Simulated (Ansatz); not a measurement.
# Molecular dynamics of BFH2

input.yaml

```yaml
crystal:
  periodic: [false, false, false]
  atoms:
    - { symbol: B, position_ang: [-0.448259, 0.0, 0.367668] }
    - { symbol: H, position_ang: [0.950429, 0.0, 0.95584] }
    - { symbol: F, position_ang: [1.606371, 0.0, 0.147389] }
    - { symbol: H, position_ang: [-0.87224, 0.0, -0.757095] }
basis:
  gaussian: { orbitals: def2-TZVP }
hamiltonian:
  xc: b3lyp
md:
  timestep: 0.5
  n_steps: 200
  ensemble: nve
  temperature: 100.0
  initial_velocities: maxwell_boltzmann
  seed: 7193
```

Run as:

```bash
$ ansatz run input.yaml --threads 1 --pin off --max-ram 2048MiB --backend cpu --events-out ev --progress --plain --runs-dir out
```

It starts at the highest image of a converged band. Of that band: Neighbouring images differ by up to 2.0 eV, so the band resolves the path poorly. A vibrational analysis at the climbing image gives one clearly imaginary mode, 464i cm⁻¹: a first-order saddle point.

Output, in part (one step line in 3, the closing report, with atoms numbered from 0):

```
md step     0: t =     0.00 fs  T =   100.0 K  F+E_penalty+E_count = -3423.17547372 eV  E_kin = 0.025852 eV  conserved = -3423.14962172 eV  (27 SCF iters)
md step     3: t =     1.50 fs  T =    91.3 K  F+E_penalty+E_count = -3423.17319972 eV  E_kin = 0.023597 eV  conserved = -3423.14960275 eV  (32 SCF iters)
md step     6: t =     3.00 fs  T =    74.5 K  F+E_penalty+E_count = -3423.16881819 eV  E_kin = 0.019250 eV  conserved = -3423.14956860 eV  (32 SCF iters)
md step     9: t =     4.50 fs  T =    66.0 K  F+E_penalty+E_count = -3423.16664259 eV  E_kin = 0.017075 eV  conserved = -3423.14956793 eV  (31 SCF iters)
md step    12: t =     6.00 fs  T =    66.1 K  F+E_penalty+E_count = -3423.16668860 eV  E_kin = 0.017083 eV  conserved = -3423.14960609 eV  (29 SCF iters)
md step    15: t =     7.50 fs  T =    57.2 K  F+E_penalty+E_count = -3423.16441102 eV  E_kin = 0.014792 eV  conserved = -3423.14961879 eV  (30 SCF iters)
md step    18: t =     9.00 fs  T =    36.2 K  F+E_penalty+E_count = -3423.15891231 eV  E_kin = 0.009348 eV  conserved = -3423.14956457 eV  (30 SCF iters)
md step    21: t =    10.50 fs  T =    28.0 K  F+E_penalty+E_count = -3423.15678843 eV  E_kin = 0.007239 eV  conserved = -3423.14954973 eV  (30 SCF iters)
md step    24: t =    12.00 fs  T =    38.6 K  F+E_penalty+E_count = -3423.15959663 eV  E_kin = 0.009982 eV  conserved = -3423.14961510 eV  (30 SCF iters)
md step    27: t =    13.50 fs  T =    39.6 K  F+E_penalty+E_count = -3423.15986817 eV  E_kin = 0.010247 eV  conserved = -3423.14962088 eV  (30 SCF iters)
md step    30: t =    15.00 fs  T =    27.8 K  F+E_penalty+E_count = -3423.15673702 eV  E_kin = 0.007174 eV  conserved = -3423.14956282 eV  (30 SCF iters)
md step    33: t =    16.50 fs  T =    29.0 K  F+E_penalty+E_count = -3423.15705022 eV  E_kin = 0.007494 eV  conserved = -3423.14955627 eV  (30 SCF iters)
md step    36: t =    18.00 fs  T =    46.0 K  F+E_penalty+E_count = -3423.16152169 eV  E_kin = 0.011903 eV  conserved = -3423.14961876 eV  (30 SCF iters)
md step    39: t =    19.50 fs  T =    50.8 K  F+E_penalty+E_count = -3423.16277275 eV  E_kin = 0.013143 eV  conserved = -3423.14963022 eV  (30 SCF iters)
md step    42: t =    21.00 fs  T =    39.8 K  F+E_penalty+E_count = -3423.15985464 eV  E_kin = 0.010297 eV  conserved = -3423.14955718 eV  (30 SCF iters)
md step    45: t =    22.50 fs  T =    43.8 K  F+E_penalty+E_count = -3423.16088897 eV  E_kin = 0.011316 eV  conserved = -3423.14957262 eV  (30 SCF iters)
md step    48: t =    24.00 fs  T =    56.5 K  F+E_penalty+E_count = -3423.16424047 eV  E_kin = 0.014604 eV  conserved = -3423.14963686 eV  (29 SCF iters)
md step    51: t =    25.50 fs  T =    50.3 K  F+E_penalty+E_count = -3423.16261339 eV  E_kin = 0.013010 eV  conserved = -3423.14960365 eV  (30 SCF iters)
md step    54: t =    27.00 fs  T =    38.8 K  F+E_penalty+E_count = -3423.15959079 eV  E_kin = 0.010039 eV  conserved = -3423.14955213 eV  (30 SCF iters)
md step    57: t =    28.50 fs  T =    45.5 K  F+E_penalty+E_count = -3423.16134923 eV  E_kin = 0.011769 eV  conserved = -3423.14958025 eV  (30 SCF iters)
md step    60: t =    30.00 fs  T =    57.6 K  F+E_penalty+E_count = -3423.16451926 eV  E_kin = 0.014886 eV  conserved = -3423.14963361 eV  (30 SCF iters)
md step    63: t =    31.50 fs  T =    52.4 K  F+E_penalty+E_count = -3423.16313135 eV  E_kin = 0.013539 eV  conserved = -3423.14959282 eV  (30 SCF iters)
md step    66: t =    33.00 fs  T =    48.3 K  F+E_penalty+E_count = -3423.16204397 eV  E_kin = 0.012499 eV  conserved = -3423.14954484 eV  (30 SCF iters)
md step    69: t =    34.50 fs  T =    65.3 K  F+E_penalty+E_count = -3423.16648737 eV  E_kin = 0.016882 eV  conserved = -3423.14960576 eV  (29 SCF iters)
md step    72: t =    36.00 fs  T =    78.0 K  F+E_penalty+E_count = -3423.16979746 eV  E_kin = 0.020173 eV  conserved = -3423.14962466 eV  (30 SCF iters)
md step    75: t =    37.50 fs  T =    76.6 K  F+E_penalty+E_count = -3423.16936094 eV  E_kin = 0.019790 eV  conserved = -3423.14957108 eV  (30 SCF iters)
md step    78: t =    39.00 fs  T =    84.1 K  F+E_penalty+E_count = -3423.17129705 eV  E_kin = 0.021739 eV  conserved = -3423.14955761 eV  (30 SCF iters)
md step    81: t =    40.50 fs  T =   107.0 K  F+E_penalty+E_count = -3423.17726318 eV  E_kin = 0.027655 eV  conserved = -3423.14960789 eV  (30 SCF iters)
md step    84: t =    42.00 fs  T =   122.2 K  F+E_penalty+E_count = -3423.18121971 eV  E_kin = 0.031592 eV  conserved = -3423.14962766 eV  (30 SCF iters)
md step    87: t =    43.50 fs  T =   121.8 K  F+E_penalty+E_count = -3423.18105063 eV  E_kin = 0.031482 eV  conserved = -3423.14956893 eV  (30 SCF iters)
md step    90: t =    45.00 fs  T =   130.5 K  F+E_penalty+E_count = -3423.18329885 eV  E_kin = 0.033731 eV  conserved = -3423.14956735 eV  (30 SCF iters)
md step    93: t =    46.50 fs  T =   148.7 K  F+E_penalty+E_count = -3423.18807741 eV  E_kin = 0.038448 eV  conserved = -3423.14962973 eV  (30 SCF iters)
md step    96: t =    48.00 fs  T =   149.7 K  F+E_penalty+E_count = -3423.18831761 eV  E_kin = 0.038700 eV  conserved = -3423.14961764 eV  (30 SCF iters)
md step    99: t =    49.50 fs  T =   137.7 K  F+E_penalty+E_count = -3423.18516028 eV  E_kin = 0.035595 eV  conserved = -3423.14956527 eV  (31 SCF iters)
md step   102: t =    51.00 fs  T =   137.1 K  F+E_penalty+E_count = -3423.18500826 eV  E_kin = 0.035445 eV  conserved = -3423.14956339 eV  (31 SCF iters)
md step   105: t =    52.50 fs  T =   149.1 K  F+E_penalty+E_count = -3423.18815763 eV  E_kin = 0.038546 eV  conserved = -3423.14961140 eV  (30 SCF iters)
md step   108: t =    54.00 fs  T =   151.4 K  F+E_penalty+E_count = -3423.18876561 eV  E_kin = 0.039142 eV  conserved = -3423.14962398 eV  (30 SCF iters)
md step   111: t =    55.50 fs  T =   139.9 K  F+E_penalty+E_count = -3423.18571734 eV  E_kin = 0.036156 eV  conserved = -3423.14956110 eV  (30 SCF iters)
md step   114: t =    57.00 fs  T =   142.6 K  F+E_penalty+E_count = -3423.18641453 eV  E_kin = 0.036864 eV  conserved = -3423.14955028 eV  (30 SCF iters)
md step   117: t =    58.50 fs  T =   164.2 K  F+E_penalty+E_count = -3423.19207335 eV  E_kin = 0.042458 eV  conserved = -3423.14961511 eV  (30 SCF iters)
md step   120: t =    60.00 fs  T =   176.6 K  F+E_penalty+E_count = -3423.19526817 eV  E_kin = 0.045654 eV  conserved = -3423.14961386 eV  (30 SCF iters)
md step   123: t =    61.50 fs  T =   178.9 K  F+E_penalty+E_count = -3423.19580303 eV  E_kin = 0.046243 eV  conserved = -3423.14956045 eV  (30 SCF iters)
md step   126: t =    63.00 fs  T =   195.2 K  F+E_penalty+E_count = -3423.20001149 eV  E_kin = 0.050453 eV  conserved = -3423.14955806 eV  (30 SCF iters)
md step   129: t =    64.50 fs  T =   225.9 K  F+E_penalty+E_count = -3423.20803365 eV  E_kin = 0.058411 eV  conserved = -3423.14962222 eV  (30 SCF iters)
md step   132: t =    66.00 fs  T =   242.4 K  F+E_penalty+E_count = -3423.21229862 eV  E_kin = 0.062663 eV  conserved = -3423.14963526 eV  (29 SCF iters)
md step   135: t =    67.50 fs  T =   241.7 K  F+E_penalty+E_count = -3423.21204499 eV  E_kin = 0.062490 eV  conserved = -3423.14955496 eV  (30 SCF iters)
md step   138: t =    69.00 fs  T =   257.2 K  F+E_penalty+E_count = -3423.21606678 eV  E_kin = 0.066481 eV  conserved = -3423.14958570 eV  (30 SCF iters)
md step   141: t =    70.50 fs  T =   276.1 K  F+E_penalty+E_count = -3423.22102856 eV  E_kin = 0.071375 eV  conserved = -3423.14965332 eV  (30 SCF iters)
md step   144: t =    72.00 fs  T =   270.2 K  F+E_penalty+E_count = -3423.21945596 eV  E_kin = 0.069864 eV  conserved = -3423.14959177 eV  (30 SCF iters)
md step   147: t =    73.50 fs  T =   265.3 K  F+E_penalty+E_count = -3423.21812794 eV  E_kin = 0.068581 eV  conserved = -3423.14954716 eV  (30 SCF iters)
md step   150: t =    75.00 fs  T =   280.6 K  F+E_penalty+E_count = -3423.22215503 eV  E_kin = 0.072535 eV  conserved = -3423.14962010 eV  (30 SCF iters)
md step   153: t =    76.50 fs  T =   284.9 K  F+E_penalty+E_count = -3423.22330740 eV  E_kin = 0.073663 eV  conserved = -3423.14964488 eV  (30 SCF iters)
md step   156: t =    78.00 fs  T =   272.4 K  F+E_penalty+E_count = -3423.21994356 eV  E_kin = 0.070409 eV  conserved = -3423.14953432 eV  (29 SCF iters)
md step   159: t =    79.50 fs  T =   286.5 K  F+E_penalty+E_count = -3423.22365142 eV  E_kin = 0.074056 eV  conserved = -3423.14959512 eV  (29 SCF iters)
md step   162: t =    81.00 fs  T =   303.8 K  F+E_penalty+E_count = -3423.22820804 eV  E_kin = 0.078548 eV  conserved = -3423.14965978 eV  (30 SCF iters)
md step   165: t =    82.50 fs  T =   297.2 K  F+E_penalty+E_count = -3423.22640310 eV  E_kin = 0.076845 eV  conserved = -3423.14955842 eV  (30 SCF iters)
md step   168: t =    84.00 fs  T =   307.8 K  F+E_penalty+E_count = -3423.22912873 eV  E_kin = 0.079580 eV  conserved = -3423.14954884 eV  (30 SCF iters)
md step   171: t =    85.50 fs  T =   339.5 K  F+E_penalty+E_count = -3423.23743032 eV  E_kin = 0.087774 eV  conserved = -3423.14965589 eV  (30 SCF iters)
md step   174: t =    87.00 fs  T =   348.5 K  F+E_penalty+E_count = -3423.23969545 eV  E_kin = 0.090087 eV  conserved = -3423.14960871 eV  (30 SCF iters)
md step   177: t =    88.50 fs  T =   354.9 K  F+E_penalty+E_count = -3423.24126931 eV  E_kin = 0.091739 eV  conserved = -3423.14953026 eV  (30 SCF iters)
md step   180: t =    90.00 fs  T =   387.5 K  F+E_penalty+E_count = -3423.24982971 eV  E_kin = 0.100177 eV  conserved = -3423.14965261 eV  (30 SCF iters)
md step   183: t =    91.50 fs  T =   400.1 K  F+E_penalty+E_count = -3423.25305714 eV  E_kin = 0.103425 eV  conserved = -3423.14963237 eV  (30 SCF iters)
md step   186: t =    93.00 fs  T =   399.0 K  F+E_penalty+E_count = -3423.25268668 eV  E_kin = 0.103145 eV  conserved = -3423.14954186 eV  (30 SCF iters)
md step   189: t =    94.50 fs  T =   423.3 K  F+E_penalty+E_count = -3423.25903652 eV  E_kin = 0.109435 eV  conserved = -3423.14960145 eV  (30 SCF iters)
md step   192: t =    96.00 fs  T =   447.5 K  F+E_penalty+E_count = -3423.26534665 eV  E_kin = 0.115680 eV  conserved = -3423.14966713 eV  (30 SCF iters)
md step   195: t =    97.50 fs  T =   446.1 K  F+E_penalty+E_count = -3423.26486368 eV  E_kin = 0.115313 eV  conserved = -3423.14955075 eV  (43 SCF iters)
md step   198: t =    99.00 fs  T =   463.6 K  F+E_penalty+E_count = -3423.26941173 eV  E_kin = 0.119837 eV  conserved = -3423.14957435 eV  (29 SCF iters)
md step   200: t =   100.00 fs  T =   484.7 K  F+E_penalty+E_count = -3423.27496083 eV  E_kin = 0.125303 eV  conserved = -3423.14965740 eV  (43 SCF iters)
Total energy: -3423.27515262 eV, -125.8030414795 hartree
Atom 0 at    -0.872380     0.007254     0.358926 Å, force     0.076714    -0.107011    -0.177738 eV/Å
Atom 1 at     1.050392    -0.065939     0.606424 Å, force    -0.157366     0.106699     0.096420 eV/Å
Atom 2 at     1.886785     0.000677     0.158708 Å, force     0.153891    -0.053412    -0.033989 eV/Å
Atom 3 at    -1.708977    -0.024617    -0.527277 Å, force    -0.073239     0.053724     0.115307 eV/Å
Dipole moment:    -0.753839    -0.018231    -0.052865 e Å
```

All steps were run. The conserved energy stayed within 0.024 meV per atom of its start (net change -0.0088 meV per atom), so the integration is sound. The kinetic energy rose, since the run started high on the potential surface and went downhill. It ends in pieces (BH + FH), so much of that is their flight and rotation, not heat. A run of 0.1 ps of so small a system gives no equilibrium averages. The orbitals stay closed-shell, which can raise the energy where a bond breaks towards radicals; this wasn't checked here.

Between its relaxed ends the band would form H2–F3 and break B1–H2, B1–F3. These pairs go: H2–F3 1.04 → 0.95 Å, B1–H2 1.52 → 1.94 Å, B1–F3 2.07 → 2.77 Å. In the last frame they stand as after the step (other bonds may differ from the relaxed reactants and products). It ends as BH + FH. Pairs count as bonded within 1.25 times the sum of covalent radii (0.12 Å more for H–H).

Last frame:

```xyz
4
Properties=species:S:1:pos:R:3
B -0.872 0.007 0.359
H 1.050 -0.066 0.606
F 1.887 0.001 0.159
H -1.709 -0.025 -0.527
```

Time of the run: 2.8 min on 1 thread of Arm Neoverse V1, on a shared host, peak memory 0.12 GiB.
